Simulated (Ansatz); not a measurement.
C3H3FN2, SMILES Fc1cc[nH]n1, harmonic frequencies at the relaxed geometry

Run with Ansatz's Python interface.

`c3h3fn2_freq.py`:
```python
# -*- coding: utf-8 -*-
"""Vibrations and zero-point energy of C3H3FN2."""

import itertools
import warnings

import ansatz as az
from ase.data import atomic_numbers, covalent_radii
import numpy as np
from rdkit import Chem
from rdkit.Chem import AllChem


def main():
    warnings.simplefilter("ignore", az.DeckWarning)

    # a force-field geometry from the SMILES
    rd = Chem.AddHs(Chem.MolFromSmiles("Fc1cc[nH]n1"))
    AllChem.EmbedMolecule(rd, randomSeed=506)
    AllChem.UFFOptimizeMolecule(rd)
    geometry = az.Crystal.molecule()
    for atom, xyz in zip(rd.GetAtoms(), rd.GetConformer().GetPositions()):
        geometry = geometry.atom(atom.GetSymbol(), xyz.round(5).tolist())

    job = geometry.calculation()
    job = job.basis(gaussian="def2-SVP")
    job = job.functional("b3lyp", dispersion="d4")
    symbols = [site.symbol for site in geometry.cartesian_sites]
    start = np.array([site.position_ang for site in geometry.cartesian_sites], dtype=float)
    def progress(event):
        if event["event"] == "relax_step":
            row = event["data"]
            print(f"step {row['step']:3d}  E = {row['lagrangian_ev']:.6f} eV  largest force component {row['allowed_force_max_ev_ang']:.4f} eV/A")


    rep = job.relax(force_tolerance=0.003).session().plan().execute(on_event=progress).report
    end = np.array(rep["positions_ang"])

    # pairs closer than 1.2 times the sum of covalent radii, before or after
    radius = [covalent_radii[atomic_numbers[s]] for s in symbols]
    span = lambda where, i, j: np.linalg.norm(where[i] - where[j])
    bonded = [(i, j) for i, j in itertools.combinations(range(len(symbols)), 2) if min(span(start, i, j), span(end, i, j)) < 1.2 * (radius[i] + radius[j])]
    print("pair        before    after (A)")
    for i, j in bonded:
        print(f"{symbols[i]}{i}-{symbols[j]}{j}".ljust(10), f"{span(start, i, j):8.4f} {span(end, i, j):8.4f}")

    # frequencies need a stationary point, so they are taken at the relaxed geometry
    minimum = az.Crystal.molecule()
    for symbol, place in zip(symbols, end):
        minimum = minimum.atom(symbol, place.tolist())
    vibrating = (
        minimum.calculation()
        .basis(gaussian="def2-SVP")  # atom-centred Gaussian functions
        .functional("b3lyp", dispersion="d4")
        .phonons(temperatures=(200, 600, 100))
    )
    vib = vibrating.run(threads=1).report["vibrations"]
    sums = vib["harmonic_sums"]
    modes = [m["omega_inv_cm"] for m in sums["modes_at_gamma"] if m["rigid_motion"] == "no"]
    for number, w in enumerate(modes, start=1):
        print(f"mode {number:2d} {w:9.1f} 1/cm {w / 8065.544 * 1000:8.2f} meV")
    print("imaginary modes:", sum(w < 0 for w in modes), " zero-point energy:", round(sums["zero_point_energy_ev"], 4), "eV")
    print("T (K)   F_vib (eV)   S_vib (meV/K)   C_vib (meV/K)")
    for row in zip(sums["temperatures_k"], sums["vibrational_free_energy_ev"], vib["entropy_ev_per_k"], vib["heat_capacity_ev_per_k"]):
        print(f"{row[0]:6.1f} {row[1]:11.4f} {1000 * row[2]:13.4f} {1000 * row[3]:15.4f}")


if __name__ == "__main__":
    main()
```

Output of `python c3h3fn2_freq.py`:
```text
step   1  E = -8849.069290 eV  largest force component 2.1324 eV/A
step   2  E = -8849.276026 eV  largest force component 0.8279 eV/A
step   3  E = -8849.303430 eV  largest force component 0.2481 eV/A
step   4  E = -8849.305312 eV  largest force component 0.0784 eV/A
step   5  E = -8849.305672 eV  largest force component 0.0072 eV/A
step   6  E = -8849.305681 eV  largest force component 0.0019 eV/A
pair        before    after (A)
F0-C1        1.3548   1.3243
C1-C2        1.3788   1.4139
C1-N5        1.3454   1.3163
C2-C3        1.3787   1.3852
C2-H6        1.0817   1.0859
C3-N4        1.3456   1.3573
C3-H7        1.0820   1.0881
N4-N5        1.3231   1.3448
N4-H8        1.0438   1.0124
mode  1     334.0 1/cm    41.41 meV
mode  2     448.4 1/cm    55.59 meV
mode  3     527.6 1/cm    65.41 meV
mode  4     662.2 1/cm    82.10 meV
mode  5     690.6 1/cm    85.63 meV
mode  6     700.3 1/cm    86.82 meV
mode  7     756.3 1/cm    93.77 meV
mode  8     861.2 1/cm   106.78 meV
mode  9     936.4 1/cm   116.10 meV
mode 10    1012.5 1/cm   125.53 meV
mode 11    1055.8 1/cm   130.91 meV
mode 12    1110.1 1/cm   137.63 meV
mode 13    1242.1 1/cm   154.00 meV
mode 14    1315.0 1/cm   163.04 meV
mode 15    1437.9 1/cm   178.28 meV
mode 16    1496.9 1/cm   185.59 meV
mode 17    1535.5 1/cm   190.38 meV
mode 18    1616.0 1/cm   200.36 meV
mode 19    3258.6 1/cm   404.02 meV
mode 20    3284.1 1/cm   407.17 meV
mode 21    3656.2 1/cm   453.31 meV
imaginary modes: 0  zero-point energy: 1.7319 eV
T (K)   F_vib (eV)   S_vib (meV/K)   C_vib (meV/K)
 200.0      1.7286        0.0704          0.2010
 300.0      1.7157        0.1965          0.4395
 400.0      1.6883        0.3545          0.6644
 500.0      1.6444        0.5235          0.8503
 600.0      1.5836        0.6921          0.9972
```

Reading the output:
- Total energies depend on the basis set; only differences at equal settings carry meaning.
- The frequencies are harmonic and unscaled, in a modest basis.
- b3lyp holds the VWN-RPA fit, as in Gaussian; the form of ORCA and Turbomole is b3lyp5.
- Wall time of the script: 3.2 min on 1 thread of Arm Neoverse V1, with other jobs on the host, peak memory 0.34 GiB.
